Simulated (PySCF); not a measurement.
2-butyne, C4H6.
Atom-mapped SMILES: `[CH3:1][C:2]#[C:3][CH3:4]` (hydrogens: H5, H6, H7 on C1; H8, H9, H10 on C4)

The same species was optimised twice, with GFN2-xTB and with PBE0-D3(BJ)/def2-SVP (PySCF), and the same property calculations (PySCF, gas phase) were run on both structures.

```
   coordinate  GFN2-xTB  PBE0-D3(BJ)/def2-SVP  change
    C2≡C3 (Å)     1.198                 1.212  +0.014
    C1–H7 (Å)     1.090                 1.102  +0.012
    C1–H6 (Å)     1.090                 1.102  +0.012
    C4–H8 (Å)     1.090                 1.102  +0.012
   C4–H10 (Å)     1.090                 1.102  +0.012
    C4–H9 (Å)     1.090                 1.102  +0.012
    C1–H5 (Å)     1.090                 1.102  +0.012
    C1–C2 (Å)     1.448                 1.455  +0.007
    C3–C4 (Å)     1.448                 1.454  +0.006
H8–C4–H10 (°)     108.9                 107.6    -1.3
 H5–C1–H7 (°)     108.9                 107.6    -1.3
H9–C4–H10 (°)     108.9                 107.6    -1.3
 H8–C4–H9 (°)     108.9                 107.6    -1.3
 C3–C4–H8 (°)     110.1                 111.3    +1.2
 C3–C4–H9 (°)     110.1                 111.3    +1.2
 C2–C1–H6 (°)     110.1                 111.3    +1.2
 C2–C1–H5 (°)     110.1                 111.3    +1.2
```

Rotational constants: A = 79730, B = 3419, C = 3419 MHz (GFN2-xTB) against A = 79315, B = 3358, C = 3358 MHz (PBE0-D3(BJ)/def2-SVP). Atoms that the bonding makes alike are paired by their places after alignment.

On the GFN2-xTB structure: isotropic polarisability (au) 48.7 [PBE0/def2-SVPD]; HOMO (eV) -7.14 [PBE0/def2-SVPD]; LUMO (eV) 0.79 [PBE0/def2-SVPD]; HOMO (eV) -7.13 [PBE0/pcSseg-1]; LUMO (eV) 1.80 [PBE0/pcSseg-1]; GIAO shielding of C1/C4 (mean) (ppm) 182.1 [PBE0/pcSseg-1]; GIAO shielding of C2/C3 (mean) (ppm) 105.9 [PBE0/pcSseg-1]; C1s of C1 (eV) 291.35 [delta-SCF UKS SCAN, pcX-2 on the ionised atom, pcseg-1 elsewhere, spin-free X2C]; C1s of C2 (eV) 289.87 [delta-SCF UKS SCAN, pcX-2 on the ionised atom, pcseg-1 elsewhere, spin-free X2C].

Task: What do these properties become on the PBE0-D3(BJ)/def2-SVP structure?

Result: 
```tsv
property	level	on GFN2-xTB	on PBE0-D3(BJ)/def2-SVP	change
isotropic polarisability (au)	PBE0/def2-SVPD	48.7	50.0	+1.3
HOMO (eV)	PBE0/def2-SVPD	-7.14	-7.13	+0.01
LUMO (eV)	PBE0/def2-SVPD	0.79	0.78	-0.01
energy, GFN2-xTB geometry as zero (kcal/mol)	PBE0/def2-SVPD	0.0	-0.8	-0.8
HOMO (eV)	PBE0/pcSseg-1	-7.13	-7.12	+0.01
LUMO (eV)	PBE0/pcSseg-1	1.80	1.61	-0.19
energy, GFN2-xTB geometry as zero (kcal/mol)	PBE0/pcSseg-1	0.0	-0.2	-0.2
GIAO shielding of C1/C4 (mean) (ppm)	PBE0/pcSseg-1	182.1	179.7	-2.4
GIAO shielding of C2/C3 (mean) (ppm)	PBE0/pcSseg-1	105.9	104.6	-1.3
C1s of C1 (eV)	delta-SCF UKS SCAN, pcX-2 on the ionised atom, pcseg-1 elsewhere, spin-free X2C	291.35	291.44	+0.09
C1s of C2 (eV)	delta-SCF UKS SCAN, pcX-2 on the ionised atom, pcseg-1 elsewhere, spin-free X2C	289.87	289.98	+0.11
```

The heavy atoms differ by 0.011 Å rms after alignment. Among all bonds C2≡C3 changes most (+0.014 Å). Changes are differences of the printed values. Neither structure is proved a minimum here.
